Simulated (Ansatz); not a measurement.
**AlH₃+ (doublet): wave-function methods side by side at distance Al1–H3 = 1.411 Å, cc-pVDZ**

Aim: climb from Hartree-Fock through coupled cluster and multireference methods for AlH₃+ (doublet) at one geometry and basis, and see what each rung misses.

The runs use Ansatz 0.2.0, Gaussian basis; cc-pVDZ, core rule «outside noble gas», up to 5 orbitals frozen.

To be run: UHF; CCSD(T) on ROHF; CCSD(T) on UHF; BCCD(T) on ROHF; CISD; CCSDT(Q) on ROHF; CCSDT(Q) on UHF; CASSCF and MRCISD+Q, 3 electrons in 3 orbitals; CASSCF and NEVPT2, 3 electrons in 3 orbitals; Full CI.

39 further runs of the same task are left out: 20 for a known fault of the program, 14 that didn't finish, 5 set aside as unsound or not needed.

### Step 1. The system

The geometry derives from a PBE0/def2-TZVP stationary point (not a proven minimum). One bond is set to the value named and the two fragments are kept rigid.

4 atoms, charge 1, spin multiplicity 2.

Atoms are counted from 1 here; the program's logs count them from 0.

Bond lengths: Al1–H2 1.560 Å, Al1–H3 1.411 Å. Angles: H2–Al1–H3 167.6°.

In the tables R marks a restricted open-shell determinant and U an unrestricted one; 'pair' is the active space of 3 electrons in 3 orbitals; energies count from the table's Hartree-Fock row.

### Step 2. UHF

Contents of in.yaml:

```yaml
crystal:
  periodic: [false, false, false]
  atoms:
    - {symbol: Al, position_ang: [0.000000, 0.057687, 0.004988]}
    - {symbol: H, position_ang: [0.000000, 0.226729, -1.546210]}
    - {symbol: H, position_ang: [0.000000, 0.210546, 1.407684]}
    - {symbol: H, position_ang: [0.000000, -1.981485, 0.004988]}
basis:
  gaussian: {orbitals: cc-pVDZ}
total_charge: 1
magnetization: {spin_polarized: true, initial_magnetization: 1}
hamiltonian: {xc: hf}
output: {orbitals: {seedname: orbitals}}
```

Run with:

```
$ ansatz run in.yaml --threads 1 --pin off --events-out ev --progress --plain --max-ram 2393MiB
```

Log:

```text
Functional definition: HF
  name "HF"
  cite "Fock, Z. Phys. 61, 126 (1930) doi:10.1007/BF01340294"
  parent pbe
  exchange = exact_x
  correlation = 0
308 factors; integrals over basis functions are off by at most 1.6e-3 eV
mean field evaluation 1: about -6618.9553 eV, gradient 7.1e0 eV
mean field evaluation 2: about -6618.9561 eV, gradient 7.1e0 eV
mean field evaluation 4: about -6619.8203 eV, gradient 6.3e-1 eV
mean field evaluation 8: about -6619.8309 eV, gradient 1.7e-3 eV
mean field -6619.83086047 eV, -243.2742970399 hartree, gradient 2.7e-5 eV, S^2 0.752670; 0 other end points of the search recorded, 0 dependent functions left out
reference -6619.83086047 eV, -243.2742970399 hartree; 8, 7 occupied and 25, 26 virtual orbitals, 308 factors
Total energy: -6619.83086047 eV, -243.2742970399 hartree
```

It took 0.15 s on 1 thread of Arm Neoverse V1, shared host.

From the report: ⟨S²⟩ of the determinant 0.753 (pure doublet: 0.75).

### Step 3. CCSD(T) on ROHF

Changes to in.yaml since step 2:

```diff
@@ -10,4 +10,4 @@
 total_charge: 1
-magnetization: {spin_polarized: true, initial_magnetization: 1}
-hamiltonian: {xc: hf}
-output: {orbitals: {seedname: orbitals}}
+magnetization: {spin_polarized: false, initial_magnetization: 1}
+correlation: {method: ccsd_t, electrons: outside_noble_gas}
+output: {forces: true}
```

The command is unchanged.

Log, cut to the lines that bear on the results:

```text
Functional definition: HF
  name "HF"
  cite "Fock, Z. Phys. 61, 126 (1930) doi:10.1007/BF01340294"
  parent pbe
[...]
308 factors; integrals over basis functions are off by at most 1.6e-3 eV
[...]
mean field -6619.81572882 eV, -243.2737409619 hartree, gradient 1.7e-6 eV, S^2 0.750000; 0 other end points of the search recorded, 0 dependent functions left out
5 core orbitals not correlated: weight in the atoms' cores, before any rotation towards them, 1.000 or more for the frozen orbitals, at most 0.000 for the correlated occupied ones
reference -6619.81572882 eV, -243.2737409619 hartree; 3, 2 occupied and 25, 26 virtual orbitals, 308 factors
second order -1.43068212 eV of doubles, -0.00835139 eV of singles
cycle   1  -1.77947876 eV  change   -3.4e-1 eV  update   4.7e-2
[...]
cycle  12  -1.93750072 eV  change    3.5e-6 eV  update   2.4e-6
perturbative correction -0.01971300 eV, -0.0007244393 hartree
[...]
Total energy: -6621.77294254 eV, -243.3456672394 hartree
Atom 0 at     0.000000     0.057687     0.004988 Å, force    -0.000000    -0.161084    -2.935841 eV/Å
Atom 1 at     0.000000     0.226729    -1.546210 Å, force    -0.000000    -0.021032    -0.002602 eV/Å
Atom 2 at     0.000000     0.210546     1.407684 Å, force     0.000000     0.331126     2.960508 eV/Å
Atom 3 at     0.000000    -1.981485     0.004988 Å, force     0.000000    -0.149010    -0.022065 eV/Å
Dipole moment:     0.000000    -0.186775     0.006073 e Å
```

It took 0.84 s on 1 thread of Arm Neoverse V1, shared host.

From the report: correlation -1.9572 eV; T1 0.019; largest double amplitude 0.05.

### Step 4. CCSD(T) on UHF

Changes to in.yaml since step 3:

```diff
@@ -10,3 +10,3 @@
 total_charge: 1
-magnetization: {spin_polarized: false, initial_magnetization: 1}
+magnetization: {spin_polarized: true, initial_magnetization: 1}
 correlation: {method: ccsd_t, electrons: outside_noble_gas}
```

Launched as before.

Log, cut to the lines that bear on the results:

```text
Functional definition: HF
  name "HF"
  cite "Fock, Z. Phys. 61, 126 (1930) doi:10.1007/BF01340294"
  parent pbe
[...]
308 factors; integrals over basis functions are off by at most 1.6e-3 eV
[...]
mean field -6619.83086047 eV, -243.2742970399 hartree, gradient 2.3e-6 eV, S^2 0.752670; 0 other end points of the search recorded, 0 dependent functions left out
5 core orbitals not correlated: weight in the atoms' cores, before any rotation towards them, 1.000 or more for the frozen orbitals, at most 0.000 for the correlated occupied ones
reference -6619.83086047 eV, -243.2742970399 hartree; 3, 2 occupied and 25, 26 virtual orbitals, 308 factors
second order -1.42890290 eV of doubles, -0.00000000 eV of singles
cycle   1  -1.76799453 eV  change   -3.4e-1 eV  update   4.6e-2
[...]
cycle  13  -1.92263243 eV  change    1.2e-6 eV  update   7.8e-7
perturbative correction -0.01955047 eV, -0.0007184664 hartree
[...]
Total energy: -6621.77304337 eV, -243.3456709448 hartree
Atom 0 at     0.000000     0.057687     0.004988 Å, force    -0.000000    -0.161521    -2.935594 eV/Å
Atom 1 at     0.000000     0.226729    -1.546210 Å, force     0.000000    -0.021086    -0.002871 eV/Å
Atom 2 at     0.000000     0.210546     1.407684 Å, force     0.000000     0.331188     2.960627 eV/Å
Atom 3 at     0.000000    -1.981485     0.004988 Å, force     0.000000    -0.148581    -0.022162 eV/Å
Dipole moment:    -0.000000    -0.186726     0.006043 e Å
```

It took 0.87 s on 1 thread of Arm Neoverse V1, shared host.

From the report: ⟨S²⟩ of the determinant 0.753 (pure doublet: 0.75); correlation -1.9422 eV; T1 0.014; largest double amplitude 0.05.

### Step 5. BCCD(T) on ROHF

Changes to in.yaml since step 4:

```diff
@@ -10,4 +10,3 @@
 total_charge: 1
-magnetization: {spin_polarized: true, initial_magnetization: 1}
-correlation: {method: ccsd_t, electrons: outside_noble_gas}
-output: {forces: true}
+magnetization: {spin_polarized: false, initial_magnetization: 1}
+correlation: {method: bccd_t, electrons: outside_noble_gas}
```

The command is unchanged.

Log, cut to the lines that bear on the results:

```text
Functional definition: HF
  name "HF"
  cite "Fock, Z. Phys. 61, 126 (1930) doi:10.1007/BF01340294"
  parent pbe
[...]
308 factors; integrals over basis functions are off by at most 1.6e-3 eV
[...]
mean field -6619.81572882 eV, -243.2737409619 hartree, gradient 1.7e-6 eV, S^2 0.750000; 0 other end points of the search recorded, 0 dependent functions left out
5 core orbitals not correlated: weight in the atoms' cores, before any rotation towards them, 1.000 or more for the frozen orbitals, at most 0.000 for the correlated occupied ones
reference -6619.81572882 eV, -243.2737409619 hartree; 3, 2 occupied and 25, 26 virtual orbitals, 308 factors
second order -1.43068212 eV of doubles, -0.00835139 eV of singles
cycle   1  -1.78530071 eV  change   -3.5e-1 eV  update   4.7e-2
[...]
cycle  12  -1.93745115 eV  change    4.7e-6 eV  update   2.8e-6
perturbative correction -0.02017989 eV, -0.0007415973 hartree
Total energy: -6621.77335986 eV, -243.3456825757 hartree
```

Wall time 0.54 s (1 thread of Arm Neoverse V1, shared host).

From the report: correlation -1.9576 eV; largest double amplitude 0.04.

### Step 6. CISD

Changes to in.yaml since step 5:

```diff
@@ -11,2 +11,2 @@
 magnetization: {spin_polarized: false, initial_magnetization: 1}
-correlation: {method: bccd_t, electrons: outside_noble_gas}
+correlation: {active_space: {ras: {orbitals: [2, 1, 25], electrons: 5, max_holes: 2, max_particles: 2}, fixed_orbitals: true}}
```

Same command.

Log:

```text
Functional definition: HF
  name "HF"
  cite "Fock, Z. Phys. 61, 126 (1930) doi:10.1007/BF01340294"
  parent pbe
  exchange = exact_x
  correlation = 0
308 factors; integrals over basis functions are off by at most 1.6e-3 eV
mean field evaluation 1: about -6618.8922 eV, gradient 8.3e0 eV
mean field evaluation 2: about -6618.8930 eV, gradient 8.3e0 eV
mean field evaluation 4: about -6619.8135 eV, gradient 5.6e-1 eV
mean field evaluation 8: about -6619.8157 eV, gradient 4.2e-4 eV
mean field -6619.81572882 eV, -243.2737409619 hartree, gradient 1.7e-6 eV, S^2 0.750000; 0 other end points of the search recorded, 0 dependent functions left out
reference -6619.81572882 eV, -243.2737409619 hartree; 8, 7 occupied and 25, 26 virtual orbitals, 308 factors
state -6621.71623091 eV, -243.3435831254 hartree
Total energy: -6621.71623091 eV, -243.3435831254 hartree
```

It took 0.39 s on 1 thread of Arm Neoverse V1, shared host.

From the report: 4,222 determinants.

### Step 7. CCSDT(Q) on ROHF

Changes to in.yaml since step 6:

```diff
@@ -11,2 +11,2 @@
 magnetization: {spin_polarized: false, initial_magnetization: 1}
-correlation: {active_space: {ras: {orbitals: [2, 1, 25], electrons: 5, max_holes: 2, max_particles: 2}, fixed_orbitals: true}}
+correlation: {method: ccsdt_q, electrons: outside_noble_gas}
```

Launched as before.

Log, cut to the lines that bear on the results:

```text
Functional definition: HF
  name "HF"
  cite "Fock, Z. Phys. 61, 126 (1930) doi:10.1007/BF01340294"
  parent pbe
[...]
603 factors; integrals over basis functions are off by at most 2.4e-7 eV
[...]
mean field -6619.81576193 eV, -243.2737421785 hartree, gradient 1.7e-6 eV, S^2 0.750000; 0 other end points of the search recorded, 0 dependent functions left out
5 core orbitals not correlated: weight in the atoms' cores, before any rotation towards them, 1.000 or more for the frozen orbitals, at most 0.000 for the correlated occupied ones
reference -6619.81576193 eV, -243.2737421785 hartree; 3, 2 occupied and 25, 26 virtual orbitals, 603 factors
second order -1.43071764 eV of doubles, -0.00835143 eV of singles
cycle   1  -1.77948817 eV  change   -3.4e-1 eV  update   4.8e-2
[...]
cycle  16  -1.96581766 eV  change   -3.1e-7 eV  update   2.8e-7
perturbative correction -0.00047645 eV, -0.0000175091 hartree
Total energy: -6621.78205603 eV, -243.3460021541 hartree
```

Wall time 3.4 s (1 thread of Arm Neoverse V1, shared host).

From the report: correlation -1.9663 eV; T1 0.021; largest double amplitude 0.05.

### Step 8. CCSDT(Q) on UHF

Changes to in.yaml since step 7:

```diff
@@ -10,3 +10,3 @@
 total_charge: 1
-magnetization: {spin_polarized: false, initial_magnetization: 1}
+magnetization: {spin_polarized: true, initial_magnetization: 1}
 correlation: {method: ccsdt_q, electrons: outside_noble_gas}
```

Same command.

Log, cut to the lines that bear on the results:

```text
Functional definition: HF
  name "HF"
  cite "Fock, Z. Phys. 61, 126 (1930) doi:10.1007/BF01340294"
  parent pbe
[...]
603 factors; integrals over basis functions are off by at most 2.4e-7 eV
[...]
mean field -6619.83089344 eV, -243.2742982512 hartree, gradient 2.5e-6 eV, S^2 0.752670; 0 other end points of the search recorded, 0 dependent functions left out
5 core orbitals not correlated: weight in the atoms' cores, before any rotation towards them, 1.000 or more for the frozen orbitals, at most 0.000 for the correlated occupied ones
reference -6619.83089344 eV, -243.2742982512 hartree; 3, 2 occupied and 25, 26 virtual orbitals, 603 factors
second order -1.42893853 eV of doubles, -0.00000000 eV of singles
cycle   1  -1.76800414 eV  change   -3.4e-1 eV  update   4.7e-2
[...]
cycle  16  -1.95071466 eV  change   -2.9e-7 eV  update   2.5e-7
perturbative correction -0.00047344 eV, -0.0000173988 hartree
Total energy: -6621.78208154 eV, -243.3460030915 hartree
```

Run time: 3.2 s. Hardware: 1 thread of Arm Neoverse V1, shared host.

From the report: ⟨S²⟩ of the determinant 0.753 (pure doublet: 0.75); correlation -1.9512 eV; T1 0.015; largest double amplitude 0.05.

### Step 9. CASSCF and MRCISD+Q, 3 electrons in 3 orbitals

Changes to in.yaml since step 8:

```diff
@@ -10,3 +10,3 @@
 total_charge: 1
-magnetization: {spin_polarized: true, initial_magnetization: 1}
-correlation: {method: ccsdt_q, electrons: outside_noble_gas}
+magnetization: {spin_polarized: false, initial_magnetization: 1}
+correlation: {method: fic_mrcisd_q, electrons: outside_noble_gas, active_space: {window: {electrons: 3, orbitals: 3}}}
```

Same command.

Log, cut to the lines that bear on the results:

```text
Functional definition: HF
  name "HF"
  cite "Fock, Z. Phys. 61, 126 (1930) doi:10.1007/BF01340294"
  parent pbe
[...]
308 factors; integrals over basis functions are off by at most 1.6e-3 eV
[...]
mean field -6619.81572882 eV, -243.2737409619 hartree, gradient 1.7e-6 eV, S^2 0.750000; 0 other end points of the search recorded, 0 dependent functions left out
reference -6619.81572882 eV, -243.2737409619 hartree; 8, 7 occupied and 25, 26 virtual orbitals, 308 factors
state -6620.24519573 eV, -243.2895235798 hartree
contracted CI cycle   1: correlation 0.00000000 eV, 0.0000000000 hartree, residual 8.93e0 eV
contracted CI cycle   2: correlation -1.42474656 eV, -0.0523584702 hartree, residual 1.68e0 eV
contracted CI cycle   3: correlation -1.48261694 eV, -0.0544851675 hartree, residual 5.92e-1 eV
contracted CI cycle   4: correlation -1.49114990 eV, -0.0547987480 hartree, residual 2.37e-1 eV
contracted CI cycle   5: correlation -1.49281501 eV, -0.0548599396 hartree, residual 9.63e-2 eV
contracted CI cycle   6: correlation -1.49306580 eV, -0.0548691559 hartree, residual 4.17e-2 eV
contracted CI cycle   7: correlation -1.49310171 eV, -0.0548704759 hartree, residual 1.52e-2 eV
contracted CI cycle   8: correlation -1.49310675 eV, -0.0548706610 hartree, residual 6.16e-3 eV
contracted CI cycle   9: correlation -1.49310772 eV, -0.0548706966 hartree, residual 2.56e-3 eV
contracted CI cycle  10: correlation -1.49310788 eV, -0.0548707024 hartree, residual 1.04e-3 eV
state -6620.24519573 eV, -243.2895235798 hartree; corrected -6621.79561819 eV, -243.3465005541 hartree
Total energy: -6621.79561819 eV, -243.3465005541 hartree
```

It took 0.54 s on 1 thread of Arm Neoverse V1, shared host.

From the report: 9 determinants; active occupations 1.97, 1.00, 0.03.

### Step 10. CASSCF and NEVPT2, 3 electrons in 3 orbitals

Changes to in.yaml since step 9:

```diff
@@ -11,2 +11,2 @@
 magnetization: {spin_polarized: false, initial_magnetization: 1}
-correlation: {method: fic_mrcisd_q, electrons: outside_noble_gas, active_space: {window: {electrons: 3, orbitals: 3}}}
+correlation: {method: sc_nevpt2, electrons: outside_noble_gas, active_space: {window: {electrons: 3, orbitals: 3}}}
```

The command is unchanged.

Log:

```text
Functional definition: HF
  name "HF"
  cite "Fock, Z. Phys. 61, 126 (1930) doi:10.1007/BF01340294"
  parent pbe
  exchange = exact_x
  correlation = 0
308 factors; integrals over basis functions are off by at most 1.6e-3 eV
mean field evaluation 1: about -6618.8922 eV, gradient 8.3e0 eV
mean field evaluation 2: about -6618.8930 eV, gradient 8.3e0 eV
mean field evaluation 4: about -6619.8135 eV, gradient 5.6e-1 eV
mean field evaluation 8: about -6619.8157 eV, gradient 4.2e-4 eV
mean field -6619.81572882 eV, -243.2737409619 hartree, gradient 1.7e-6 eV, S^2 0.750000; 0 other end points of the search recorded, 0 dependent functions left out
reference -6619.81572882 eV, -243.2737409619 hartree; 8, 7 occupied and 25, 26 virtual orbitals, 308 factors
state -6620.24519573 eV, -243.2895235798 hartree
state -6620.24519573 eV, -243.2895235798 hartree; corrected -6621.28509372 eV, -243.3277391261 hartree
Total energy: -6621.28509372 eV, -243.3277391261 hartree
```

It took 0.39 s on 1 thread of Arm Neoverse V1, shared host.

From the report: 9 determinants; active occupations 1.97, 1.00, 0.03.

### Step 11. Full CI

Changes to in.yaml since step 10:

```diff
@@ -11,2 +11,2 @@
 magnetization: {spin_polarized: false, initial_magnetization: 1}
-correlation: {method: sc_nevpt2, electrons: outside_noble_gas, active_space: {window: {electrons: 3, orbitals: 3}}}
+correlation: {method: fci, electrons: outside_noble_gas}
```

The command is unchanged.

Log:

```text
Functional definition: HF
  name "HF"
  cite "Fock, Z. Phys. 61, 126 (1930) doi:10.1007/BF01340294"
  parent pbe
  exchange = exact_x
  correlation = 0
603 factors; integrals over basis functions are off by at most 2.4e-7 eV
mean field evaluation 1: about -6618.8921 eV, gradient 8.3e0 eV
mean field evaluation 2: about -6618.8930 eV, gradient 8.3e0 eV
mean field evaluation 4: about -6619.8136 eV, gradient 5.6e-1 eV
mean field evaluation 8: about -6619.8158 eV, gradient 4.2e-4 eV
mean field -6619.81576193 eV, -243.2737421785 hartree, gradient 1.7e-6 eV, S^2 0.750000; 0 other end points of the search recorded, 0 dependent functions left out
mean field evaluation 16: about -6619.8298 eV, gradient 1.9e-1 eV
5 core orbitals not correlated: weight in the atoms' cores, before any rotation towards them, 1.000 or more for the frozen orbitals, at most 0.000 for the correlated occupied ones
reference -6619.81576193 eV, -243.2737421785 hartree; 3, 2 occupied and 25, 26 virtual orbitals, 603 factors
state -6621.78229171 eV, -243.3460108152 hartree
Total energy: -6621.78229171 eV, -243.3460108152 hartree
```

Run time: 3.5 s. Hardware: 1 thread of Arm Neoverse V1, shared host.

From the report: 630,336 determinants, symmetry A'.

### Step 12. Natural occupations

Natural occupations of the FCI state about the gap (report; correlated orbitals 1 to 10): 1.957, 1.945, 1.000, 0.032, 0.012, 0.011, 0.011, 0.008, 0.008, 0.005. The count of effectively unpaired electrons, Σ n²(2 − n)², is 1.02; a single determinant of this spin has 1.

### Step 13. All levels against the top one

The yardstick is full CI for this spin, exact in this basis with these frozen cores. Rows without a time come out of other runs: HF, MP2 and CCSD of CCSD(T), CCSDT of CCSDT(Q), CASSCF and MRCISD of the multireference runs. The times of RCCSD(T), UCCSD(T) include forces.

```tsv
method	energy from the lowest RHF (kcal/mol)	from FCI (kcal/mol)	time
RHF	0.00	+45.35	
UHF	-0.35	+45.00	
RMP2	-33.18	+12.17	
UMP2	-33.30	+12.05	
CISD	-43.83	+1.52	0.39 s
RCCSD	-44.68	+0.67	
UCCSD	-44.69	+0.66	
RCCSD(T)	-45.13	+0.22	0.84 s
UCCSD(T)	-45.14	+0.21	0.87 s
BCCD(T)	-45.14	+0.21	0.54 s
RCCSDT	-45.33	+0.02	
UCCSDT	-45.33	+0.02	
RCCSDT(Q)	-45.34	+0.01	3.4 s
UCCSDT(Q)	-45.35	0.00	3.2 s
CASSCF pair	-9.90	+35.45	
NEVPT2 pair	-33.88	+11.47	0.39 s
MRCISD pair	-44.34	+1.01	
MRCISD+Q pair	-45.66	-0.31	0.54 s
FCI	-45.35	0	3.5 s
```

Among the levels timed on like hardware and quicker than the yardstick, those that no quicker one beats, quickest first: CISD (0.39 s, +1.52 kcal/mol); BCCD(T) (0.54 s, +0.21 kcal/mol); UCCSDT(Q) (3.2 s, 0.00 kcal/mol). Runs this short are mostly start-up, so their order is noise.

### Step 14. Summary of results

```
                         quantity                                                                                           value
         FCI below the RHF energy                                                                                      -1.9666 eV
                    RMP2 from FCI                                                                                 +12.17 kcal/mol
                    UMP2 from FCI                                                                                 +12.05 kcal/mol
                   RCCSD from FCI                                                                                  +0.67 kcal/mol
                RCCSD(T) from FCI                                                                                  +0.22 kcal/mol
                UCCSD(T) from FCI                                                                                  +0.21 kcal/mol
               RCCSDT(Q) from FCI                                                                                  +0.01 kcal/mol
               UCCSDT(Q) from FCI                                                                                   0.00 kcal/mol
             NEVPT2 pair from FCI                                                                                 +11.47 kcal/mol
           MRCISD+Q pair from FCI                                                                                  -0.31 kcal/mol
levels within 1 kcal/mol (43 meV)  RCCSD, UCCSD, RCCSD(T), UCCSD(T), BCCD(T), RCCSDT, UCCSDT, RCCSDT(Q), UCCSDT(Q), MRCISD+Q pair
                    T1 diagnostic                                                                                           0.019
   effectively unpaired electrons                                                                                            1.02
```

**Reading.** RCCSD(T) lands +0.22 kcal/mol from the yardstick (0.5 % of the correlation energy). MRCISD+Q pair falls below full CI: the +Q correction isn't variational, and the cores differ from full CI's. One determinant dominates. Of the multireference levels listed MRCISD+Q pair comes nearest in total energy (-0.31 kcal/mol), which doesn't show that its space is the better one. These misses are within one basis, not against nature; the frozen cores of restricted and unrestricted runs differ, which can shift their rows.
